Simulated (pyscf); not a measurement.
## Routes from `[F][SiH2][SiH3]` + `[H]` [doublet]

Candidate steps break at most two bonds and form at most two. Each was searched with GFN2-xTB (tblite) first. Single points on ωB97X-D3(BJ)/def2-SVP structures (PySCF, gas phase). Energies: ωB97M-D3(BJ)/def2-TZVP, kJ/mol, from the separated reactants, doublet surface; ΔG‡ with ideal gas, 1 atm, RRHO with modes under 100 cm⁻¹ raised to 100, one conformer, R ln 2 for chiral ones without a mode under 150 cm⁻¹.

| products | type | ΔE‡ | ΔE | ΔG‡ 298 K | ΔG‡ 900 K | ν‡ (cm⁻¹) |
|---|---|---|---|---|---|---|
| F–SiH₃ + SiH₃• | substitution at Si | 10.0 | -80.1 | 39.0 | 100.6 | 549i |
| F–SiH₂–SiH₂• + H₂ | hydrogen abstraction | 18.0 | -62.4 | 39.1 | 94.9 | 941i |
| •H₂Si–SiH₃ + HF | atom transfer | 138.8 | +40.0 | 171.1 | 233.0 | 616i |

Plain bond fissions and candidates not yet searched are not listed, and one of them may be faster. Each barrier is that of the saddle found; lower ones may exist.
